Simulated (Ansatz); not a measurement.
Energy needed to pull apart BSiH$_{5}$S (SMILES [SiH3]BS), singlet, into free ground-state atoms, from the structure below (displaced at random from a GFN2-xTB minimum); no zero-point or spin–orbit terms; open-shell atoms are treated unrestricted, in their ground-state multiplicity.

```xyz
8
angstrom
Si -0.4538 0.6966 -0.4755
B 0.2870 -0.1332 0.9801
S 1.0463 -1.8537 0.9203
H -1.5421 -0.2900 -1.1179
H 0.5742 0.8222 -1.5661
H -1.3968 2.0250 -0.1451
H 0.6458 0.1780 1.8661
H 0.7415 -2.4285 -0.5338
```

Ansatz 0.2.0; basis: def2-TZVPP; cores frozen in the correlated methods.

```json
{"method": "SPW92", "atomization energy (kJ/mol)": "2554"}
{"method": "PBE-D4", "atomization energy (kJ/mol)": "2274"}
{"method": "revPBE-D4", "atomization energy (kJ/mol)": "2234"}
{"method": "r2SCAN-D4", "atomization energy (kJ/mol)": "?"}
{"method": "PBE0-D4", "atomization energy (kJ/mol)": "2244"}
{"method": "wB97M-V", "atomization energy (kJ/mol)": "?"}
{"method": "HF", "atomization energy (kJ/mol)": "1650"}
{"method": "MP2", "atomization energy (kJ/mol)": "2170"}
{"method": "CCSD", "atomization energy (kJ/mol)": "2152"}
{"method": "CCSD(T)", "atomization energy (kJ/mol)": "2184"}
```

(1) What does r2SCAN-D4 give? (An estimate is asked for; the value comes from the calculation.)

(2) What does wB97M-V give? (An estimate is asked for; the value comes from the calculation.)

The T1 diagnostic stays at or below 0.019.

## Answers

(1) Computed: 2274 kJ/mol, which is about 89 kJ/mol more than CCSD(T)/def2-TZVPP.

(2) Computed: 2261 kJ/mol, which is about 77 kJ/mol more than CCSD(T)/def2-TZVPP.

In triple zeta the MP2 and coupled-cluster atomization energies are still short of their basis limit by a few kcal/mol a bond, whereas those of the functionals are nearly converged, so these differences are not deviations from converged CCSD(T).

For scale, one of the runs: CCSD(T)/def2-TZVPP forces, 185 basis functions (an equivalent command: `ansatz run in.yaml --threads 4`). Hardware: 4 CPU threads, shared host. Wall time 100 s; peak host memory 3.4 GiB.
